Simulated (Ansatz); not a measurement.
# C₂H₇Al: vertical ionisation energy

One table from this session's results is given with a row withheld; the runs are named, their logs left out.

Computed with Ansatz 0.2.0, Gaussian basis. Level: unrestricted cation, the program's frozen cores in correlated methods.

The runs, in order: UKS PBE-D4/def2-TZVPP; UKS r2SCAN-D4/def2-TZVPP; UKS PBE0-D4/def2-TZVPP; UKS B3LYP-D4/def2-TZVPP; UKS wB97X-V/def2-TZVPP; UKS wB97M-V/def2-TZVPP; UKS B2PLYP/def2-TZVPP; UHF-CCSD(T)/def2-TZVPP; UHF-MP2/def2-QZVPP; extrapolation to the limit; then −ε(HOMO) from the neutral's earlier runs with LDA (SPW92), PBE-D4, revPBE-D4, BLYP-D4, r2SCAN-D4, B97M-V, PBE0-D4, B3LYP-D4, r2SCANh-D4, r2SCAN0-D4, HSE06-D4, BHLYP-D4, CAM-B3LYP-D4, LC-ωPBE, ωB97X-V, ωB97M-V.

**Structure used throughout**

All runs share one geometry, relaxed beforehand with PBE0-D4 in a triple-zeta def2 set.

SMILES `C[CH2][AlH2]`, 10 atoms, charge 0, spin multiplicity 1.

Atoms are counted from 1 here; the program's logs count them from 0.

Bond lengths: C1–C2 1.528 Å, C1–H4 1.094 Å, C1–H5 1.093 Å, C1–H6 1.093 Å, C2–Al3 1.958 Å, C2–H7 1.099 Å, C2–H8 1.099 Å, Al3–H9 1.592 Å, Al3–H10 1.592 Å. Angles: C2–C1–H4 112.2°, C2–C1–H5 111.7°, C2–C1–H6 111.7°, H4–C1–H5 107.2°, H4–C1–H6 107.2°, H5–C1–H6 106.6°, C1–C2–Al3 116.9°, C1–C2–H7 110.4°, C1–C2–H8 110.4°, Al3–C2–H7 107.2°, Al3–C2–H8 107.3°, H7–C2–H8 103.9°, C2–Al3–H9 119.8°, C2–Al3–H10 121.0°, H9–Al3–H10 119.2°.

Geometry (Å):

```xyz
10

C    -0.93922    0.31505   -0.88113
C    -0.21848   -0.59253    0.11416
Al    1.37937    0.13492    0.98173
H    -1.81868   -0.16681   -1.31913
H    -0.28554    0.60711   -1.70745
H    -1.27937    1.24120   -0.40998
H     0.07594   -1.53423   -0.37035
H    -0.90584   -0.91013    0.91072
H     2.17655   -0.74757    2.03949
H     1.89828    1.60179    0.64475
```

Set-up of the first run:

The input, in.yaml:

```yaml
crystal:
  periodic: [false, false, false]
  atoms:
    - {symbol: C, position_ang: [-0.939219, 0.315047, -0.881134]}
    - {symbol: C, position_ang: [-0.218483, -0.592528, 0.114157]}
    - {symbol: Al, position_ang: [1.379366, 0.134923, 0.981727]}
    - {symbol: H, position_ang: [-1.818682, -0.166814, -1.319127]}
    - {symbol: H, position_ang: [-0.285543, 0.607107, -1.707450]}
    - {symbol: H, position_ang: [-1.279366, 1.241203, -0.409981]}
    - {symbol: H, position_ang: [0.075942, -1.534228, -0.370351]}
    - {symbol: H, position_ang: [-0.905844, -0.910130, 0.910723]}
    - {symbol: H, position_ang: [2.176552, -0.747570, 2.039490]}
    - {symbol: H, position_ang: [1.898279, 1.601791, 0.644746]}
basis:
  gaussian: {orbitals: def2-TZVPP}
total_charge: 1
magnetization: {spin_polarized: true, initial_magnetization: 1}
hamiltonian: {xc: pbe, dispersion: d4}
```

Steps of the session up to this table: Cation, UKS PBE-D4/def2-TZVPP; Cation, UKS r2SCAN-D4/def2-TZVPP; Cation, UKS PBE0-D4/def2-TZVPP; Cation, UKS B3LYP-D4/def2-TZVPP; Cation, UKS wB97X-V/def2-TZVPP; Cation, UKS wB97M-V/def2-TZVPP; Cation, UKS B2PLYP (frozen core)/def2-TZVPP; Cation, UHF-CCSD(T)/def2-TZVPP; Cation, UHF-MP2/def2-QZVPP.

One of the session's tables, all rows but one given; the rest of the session is left out.

It belongs to the step «Ionisation energies side by side». Orbital estimates, from the neutral's runs:

```
  functional  −ε(HOMO) (eV)
 LDA (SPW92)           6.38
      PBE-D4           6.30
   revPBE-D4           6.26
     BLYP-D4              ?
   r2SCAN-D4           6.55
      B97M-V           6.68
     PBE0-D4           7.54
    B3LYP-D4           7.34
  r2SCANh-D4           7.01
  r2SCAN0-D4           7.70
    HSE06-D4           7.14
    BHLYP-D4           8.71
CAM-B3LYP-D4           8.91
     LC-ωPBE          10.27
     ωB97X-V           9.92
     ωB97M-V           9.76
```

Estimate the missing values for BLYP-D4.

Worked estimate for «−ε(HOMO) (eV)». Against the share of exact exchange, B3LYP-D4 (0.2, 7.34), BHLYP-D4 (0.5, 8.71) give a slope of 4.57 per unit share; at 0 the line stands at 6.43.

As computed: −ε(HOMO) (eV): 6.20. In «−ε(HOMO) (eV)» the line misses by +0.23.

To keep in mind: The cation may have settled in a state other than its lowest; no search over hole states beyond the program's own was made.
